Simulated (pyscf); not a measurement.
PySCF, gas phase, ωB97X-D3(BJ)/def2-SVP geometries.

Task: Estimate the classical barrier height and the reaction energy of `[F][C]([F])([F])[C]([F])([F])[F]` + `[H]` [doublet] → `[FH]` + `[F][C]([F])[C]([F])([F])[F]` [doublet] at B3LYP-D3(BJ)/def2-TZVP. The step runs on the doublet surface, breaks C–F and forms F–H; take the separated reactants as zero.

Result: ΔE‡ = 1.30 eV, ΔE = -0.67 eV. ωB97M-D3(BJ)/def2-TZVP gives 1.68 eV and -0.48 eV. Zero-point energy shifts the barrier by 0.00 eV. It is an atom transfer, with an imaginary mode of 2007i cm⁻¹. This is the saddle that the search found; another between the same sides may lie lower. The angle at the transferred F is 177°.
